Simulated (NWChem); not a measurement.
Program: NWChem. System: CH3O, charge 0, spin multiplicity 2, at a geometry optimised with UB3LYP/def2-SVP. The structure started from a generated list of species. Its SCF solution wasn't tested for a lower state. Level: URI-MP2/cc-pVTZ, 2 core orbitals frozen.

Output (cleaned and shortened):

```
             Northwest Computational Chemistry Package (NWChem) 7.3.0
             --------------------------------------------------------

                                NWChem Input Module
                                -------------------

 Scaling coordinates for geometry "geometry" by  1.889725989
 (inverse scale =  0.529177249)

                             Geometry "geometry" -> ""
                             -------------------------

 Output coordinates in angstroms (scale by  1.889725989 to convert to a.u.)

  No.       Tag          Charge          X              Y              Z
 ---- ---------------- ---------- -------------- -------------- --------------
    1 C                    6.0000     0.07333900     0.55935000     0.04592700
    2 O                    8.0000    -0.11511000    -0.77530900    -0.08945700
    3 H                    1.0000     0.63726800     0.68911100     1.00377600
    4 H                    1.0000     0.70961100     1.01736900    -0.74259900
    5 H                    1.0000    -0.86603200     1.13989600     0.17892000

 Effective nuclear repulsion energy (a.u.)      34.4021201726

            Nuclear Dipole moment (a.u.)
            ----------------------------
        X                 Y               Z
 ---------------- ---------------- ----------------
     0.0000018897     0.0000075589     0.0000056692


 Summary of "ao basis" -> "" (spherical)
 ------------------------------------------------------------------------------
       Tag                 Description            Shells   Functions and Types
 ---------------- ------------------------------  ------  ---------------------
 *                          cc-pvtz                   on all atoms

 Summary of "ri-mp2 basis" -> "" (spherical)
 ------------------------------------------------------------------------------
       Tag                 Description            Shells   Functions and Types
 ---------------- ------------------------------  ------  ---------------------
 *                         cc-pvtz-ri                 on all atoms

 Summary of "ao basis" -> "ao basis" (spherical)
 ------------------------------------------------------------------------------
       Tag                 Description            Shells   Functions and Types
 ---------------- ------------------------------  ------  ---------------------
 C                          cc-pvtz                 10       30   4s3p2d1f
 O                          cc-pvtz                 10       30   4s3p2d1f
[...]
 ------------------------------------------------------------------------------
       Tag                 Description            Shells   Functions and Types
 ---------------- ------------------------------  ------  ---------------------
 C                         cc-pvtz-ri               23       81   8s6p5d3f1g
 O                         cc-pvtz-ri               23       81   8s6p5d3f1g
 H                         cc-pvtz-ri               10       30   4s3p2d1f

 SCF Reference Information:
            File: './mol.movecs'
           Title: ''
    Size (AOxMO):    102 x (    102,    102)
       Total Occ:                 9.00,   8.00
 RI-MP2 Calculation Information:
          Nr. of AO basis functions:        102
     Nr. of fitting basis functions:        252
               Nr. of MO spin cases:          2
        Nr. of MOs to be correlated:        100        100
     Nr. of occupied MOs correlated:          7          6
      Nr. of virtual MOs correlated:         93         94

          RI integral approximation: 'V'
    Threshold for Schwarz screening:  1.000E-09
 Smallest eigenvalue retained in fit  1.000E-08
    Type of storage for MO integrals 'EAF library'

 Transformation block size    7, requiring     1 integral passes.
 XForm_3cInts: Completed     1:    7 pass.
 Transformation block size    6, requiring     1 integral passes.
 XForm_3cInts: Completed     1:    6 pass.
 Energy evaluation using block sizes     7    7
 RIMP2_V_E2: Approx. ints. done (    1:    7,    1:    7)
 RIMP2_V_E2: Copy to B done (    1:    7,    1:    7)
 RIMP2_V_E2: Denominators done (    1:    7,    1:    7)
 RIMP2_V_E2: Completed block (    1:    7,    1:    7)
 RIMP2_V_E2: Approx. ints. done (    1:    7,    1:    6)
 RIMP2_V_E2: Copy to B done (    1:    7,    1:    6)
 RIMP2_V_E2: Denominators done (    1:    7,    1:    6)
 RIMP2_V_E2: Completed block (    1:    7,    1:    6)
 RIMP2_V_E2: Approx. ints. done (    1:    6,    1:    6)
 RIMP2_V_E2: Copy to B done (    1:    6,    1:    6)
 RIMP2_V_E2: Denominators done (    1:    6,    1:    6)
 RIMP2_V_E2: Completed block (    1:    6,    1:    6)

          -------------------------------------------
          SCF energy                -114.464379447026
          Correlation energy          -0.369039322150
          Total MP2 energy          -114.833418769177
          -------------------------------------------

 -----------------------
 Performance information
 -----------------------

 Timer overhead =  1.68D-07 seconds/call

               Nr. of calls         CPU time (s)                 Wall time (s)                GFlops
             ---------------    -------------------     ------------------------------   -------------------
Name         Min   Avg   Max    Min     Avg     Max     Min     Avg     Max   Mx/calls   Min     Max     Sum
Overall       1     1     1    11.     11.     11.      11.     11.     11.     11.      0.0     0.0     0.0
3c integr     2     2     2   0.76    0.76    0.76     0.76    0.76    0.76    0.38      0.0     0.0     0.0
Energy        1     1     1   8.63E-2 8.63E-2 8.63E-2  8.63E-2 8.63E-2 8.63E-2 8.63E-2   0.0     0.0     0.0
3c integr     2     2     2   0.74    0.74    0.74     0.74    0.74    0.74    0.37      0.0     0.0     0.0
First 2/3     6     6     6   7.31E-3 7.31E-3 7.31E-3  7.31E-3 7.31E-3 7.31E-3 1.22E-3   0.0     0.0     0.0
Final 1/3     2     2     2   5.18E-3 5.18E-3 5.18E-3  5.18E-3 5.18E-3 5.18E-3 2.59E-3   0.0     0.0     0.0
Write 3c      2     2     2   1.14E-3 1.14E-3 1.14E-3  1.14E-3 1.14E-3 1.14E-3 5.71E-4   0.0     0.0     0.0
Read 3c i     3     3     3   9.24E-4 9.24E-4 9.24E-4  9.24E-4 9.24E-4 9.24E-4 3.08E-4   0.0     0.0     0.0
Fitting b     1     1     1   3.75E-2 3.75E-2 3.75E-2  3.75E-2 3.75E-2 3.75E-2 3.75E-2   0.0     0.0     0.0
Schwarz i     1     1     1   1.19E-2 1.19E-2 1.19E-2  1.19E-2 1.19E-2 1.19E-2 1.19E-2   0.0     0.0     0.0
Form 4ci      3     3     3   1.74E-2 1.74E-2 1.74E-2  1.75E-2 1.75E-2 1.75E-2 5.82E-3   0.0     0.0     0.0
Form A &      3     3     3   6.10E-2 6.10E-2 6.10E-2  6.10E-2 6.10E-2 6.10E-2 2.03E-2   0.0     0.0     0.0
Denominat     3     3     3   7.85E-4 7.85E-4 7.85E-4  7.86E-4 7.86E-4 7.86E-4 2.62E-4   0.0     0.0     0.0
Pair Ener     3     3     3   4.70E-3 4.70E-3 4.70E-3  4.70E-3 4.70E-3 4.70E-3 1.57E-3   0.0     0.0     0.0

 The average no. of pstat calls per process was 3.30D+01
 with a timing overhead of 5.53D-06s

 Task  times  cpu:       11.5s     wall:       11.5s

 Total times  cpu:       11.5s     wall:       11.5s
```

Q: Write an NWChem input that would produce this output.

A: One answer among several that fit: 
```
start mol
memory heap 200 mb stack 900 mb global 1100 mb
geometry units angstroms nocenter noautoz noautosym
  C      0.073339     0.559350     0.045927
  O     -0.115110    -0.775309    -0.089457
  H      0.637268     0.689111     1.003776
  H      0.709611     1.017369    -0.742599
  H     -0.866032     1.139896     0.178920
end
basis spherical
  * library cc-pvtz
end
basis "ri-mp2 basis" spherical
  * library cc-pvtz-ri
end
scf
  uhf
  nopen 1
  maxiter 100
  thresh 1e-7
  semidirect memsize 60000000 filesize 0
  # guess.movecs holds the orbitals of an unrestricted PBE0 run
  vectors input guess.movecs output mol.movecs
end
mp2
  freeze core 2
end
task rimp2 energy
```
